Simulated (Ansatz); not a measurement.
## Worked example: correlation energy of HGa–AsH₂, quartet

Geometry: that of the HGa–AsH2, doublet, kept fixed. The doublet lies 3.5 eV lower here.

```xyz
5

Ga   -0.0199    0.0531    1.2765
As    0.0437   -0.0377   -1.1818
H     0.0593   -1.3466    2.0575
H    -1.2671   -0.8186   -1.1611
H    -0.6656    1.2964   -1.3511
```

Basis cc-pVDZ; Ansatz 0.2.0. Only valence electrons are correlated (noble-gas cores and the filled d shells of p-block atoms frozen), which leaves 11 electrons in 41 orbitals. Prefix R: restricted or restricted open-shell reference; prefix U: unrestricted. No spin–orbit coupling is included, and no scalar relativity.

Full CI isn't at hand for all of this; UCCSDT(Q) serves as the reference, and is uncertain by about the last step of the cluster series.

Runs differ by some tens of microhartree through their thresholds and, for an open shell, their frozen cores, so steps under 0.03 kcal/mol mean nothing.

| level | total energy (hartree) |
| --- | --- |
| UHF | -4158.990160 |
| UMP2 | -4159.135165 |
| UCCSD | -4159.173443 |
| UCCSD(T) | -4159.178643 |
| UCCSDT | -4159.179931 |
| UCCSDT(Q) | -4159.180170 |

Problem. What is the correlation energy at UCCSDT(Q), and what share of it do UMP2 and UCCSD(T) recover?

Solution. E(corr) = -4159.180170 − (-4158.990160) = -0.190010 hartree = -5.170 eV. UMP2: -0.145005 / -0.190010 = 76.31 %. UCCSD(T): -0.188483 / -0.190010 = 99.20 %.

Problem. By how many kcal/mol does UCCSD(T) miss UCCSDT(Q) (1 hartree = 627.509 kcal/mol), and which steps make up the rest?

Solution. -4159.178643 − (-4159.180170) = 0.001527 hartree = 0.96 kcal/mol. Steps: UCCSDT − UCCSD(T) = -0.81, UCCSDT(Q) − UCCSDT = -0.15 kcal/mol. Differences between like states or geometries often cancel part of this.
